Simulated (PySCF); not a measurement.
Basis-set dependence of excited states

Species: C4H6OS.
InChI=1S/C4H6OS/c1-3(5)4-2-6-4/h4H,2H2,1H3/t4-/m1/s1

TDDFT with PBE0 (PySCF), vertical singlets, core orbitals frozen in the response, spherical d and f functions. One conformer (not necessarily the lowest) at the PBE0-D3(BJ)/def2-SVP geometry, without solvent, vibrations or thermal averaging.

| basis | functions | diffuse | S1 (eV) | S2 (eV) | S3 (eV) | S4 (eV) | S5 (eV) | LUMO (eV) | α (au) |
| --- | --- | --- | --- | --- | --- | --- | --- | --- | --- |
| 6-31G* | 100 | no | 4.17 | 4.74 | 5.79 | 6.65 | 7.40 | -0.86 | 56.8 |
| def2-SVP | 118 | no | 4.17 | 4.75 | 5.88 | 6.83 | 7.41 | -0.93 | 56.7 |
| 6-31+G* | 124 | yes | 4.15 | 4.66 | 5.50 | 6.25 | 6.41 | -1.17 | 64.9 |
| def2-SVPD | 178 | yes | 4.14 | 4.65 | 5.56 | 6.46 | 6.54 | -1.23 | 69.3 |
| aug-cc-pVDZ | 196 | yes | 4.14 | 4.67 | 5.49 | 5.98 | 6.28 | -1.16 | 70.3 |
| def2-TZVP | 228 | no | 4.15 | 4.66 | 5.60 | 6.53 | 7.01 | -1.10 | 65.8 |
| def2-TZVPD | 288 | yes | 4.13 | 4.62 | 5.46 | 6.19 | 6.34 | -1.19 | 70.5 |

Task: Compare the sets with the largest diffuse one.

Result: States are compared by their number. Against the largest diffuse basis here (def2-TZVPD, itself not a converged limit), sets without diffuse functions differ by up to 0.04 eV in S1 and 1.07 eV in S5; the smaller diffuse sets differ by up to 0.02 and 0.20 eV. State by state, the largest deviation of a set without diffuse functions is S1 0.04, S2 0.13, S3 0.42, S4 0.64, S5 1.07 eV. The same number needn't mean the same state in each row. Against def2-TZVPD the polarisability deviates by -20% in 6-31G*, -20% in def2-SVP, -8% in 6-31+G*, -2% in def2-SVPD, 0% in aug-cc-pVDZ, -7% in def2-TZVP. A single + in a Pople set puts diffuse functions on heavy atoms only.
